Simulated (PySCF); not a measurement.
Isomers of C4H9N. Computed with TDDFT PBE0/def2-SVPD, vertical, gas phase, core orbitals frozen in the response in PySCF. Geometries: GFN2-xTB; one conformer of each isolated species. Triplets are in the Tamm–Dancoff approximation.

A. `C1CC(N)C1`
B. `[H]/N=C\C(C)C`
C. `C/C=N\CC`

Lowest singlet levels (six at most, fewer where fewer were computed) with oscillator strengths:

1. 5.21 eV (f 0.001); 6.94 eV (f 0.009); 7.27 eV (f 0.039); 7.81 eV (f 0.035); 7.90 eV (f 0.000); 8.26 eV (f 0.204); T1 4.36 eV
2. 4.85 eV (f 0.000); 6.43 eV (f 0.037); 7.23 eV (f 0.013); 7.27 eV (f 0.060); 7.59 eV (f 0.162); 7.74 eV (f 0.004); T1 4.04 eV
3. 6.16 eV (f 0.032); 6.77 eV (f 0.004); 6.88 eV (f 0.007); 7.34 eV (f 0.014); 7.94 eV (f 0.002); 8.15 eV (f 0.022); T1 5.90 eV

Problem. Match each spectrum to its molecule.

Solution. 1 = B, 2 = C, 3 = A.
- A: S1 at 6.16 eV, HOMO→LUMO (87%), HOMO→LUMO+1 (10%); Löwdin shares by element: HOMO nitrogen 56%, carbon 24% or more, hydrogen 6% or more; LUMO carbon 41% (atoms not listed hold the other 59%); HOMO -6.66 and LUMO 0.81 eV.
- B: S1 at 5.21 eV, HOMO→LUMO (99%); Löwdin shares by element: HOMO nitrogen 58%, carbon 24% or more, hydrogen 8% or more; LUMO carbon 40% or more, nitrogen 36%, hydrogen 6% or more (atoms not listed hold the other 18%); HOMO -7.23 and LUMO 0.01 eV; point group Cs, 1 of its 6 listed states under f = 0.0005.
- C: S1 at 4.85 eV, HOMO→LUMO (99%); Löwdin shares by element: HOMO nitrogen 57%, carbon 29% or more; LUMO carbon 47% or more, nitrogen 34% (atoms not listed hold the other 18%); HOMO -6.79 and LUMO 0.03 eV; point group Cs, 1 of its 6 listed states under f = 0.0005.
